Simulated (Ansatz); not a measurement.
Ni (P6₃/mmc, No. 194, 2 atoms in the cell; start mp-10257; another form than the element's usual one)

Calculation: LDA in Ansatz (plane waves, PAW).

Run with plane-wave cutoff 500 eV, 36×36×18 k mesh (along the axes of the cell as run), Fermi–Dirac smearing 0.1 eV, spin-polarised start, scalar-relativistic PAW data made under PBE.

Cell (relaxed at this level):

Ni has the hexagonal space group P6₃/mmc (No. 194), the hcp (Mg type) structure, Pearson symbol hP2. Cell: a = b = 2.4214 Å, c = 3.9687 Å, α = β = 90.00°, γ = 120.00°. Ni on 2c has 12 Ni at 2.421–2.427 Å (anticuboctahedral). (Neighbours: up to the widest gap in distance over summed covalent radii, below 1.35, at either atom.)

For Ni (P6₃/mmc, No. 194, 2 atoms in the cell; start mp-10257; another form than the element's usual one), the band gap comes out as zero (no gap).

Note: the magnetic order was assumed, not searched for or taken from measurement; a magnet's gap depends somewhat on the PAW data; the relaxation could not lower the start's symmetry, so the cell can be a saddle point above a distorted one.

The computed numbers hold no vibrational or temperature effects.

Cost on a shared machine: about 10 core-minutes (a rough figure).

A start named mp-… is a Materials Project structure, which need not be a measured phase.

Ansatz is a program for electronic structure.
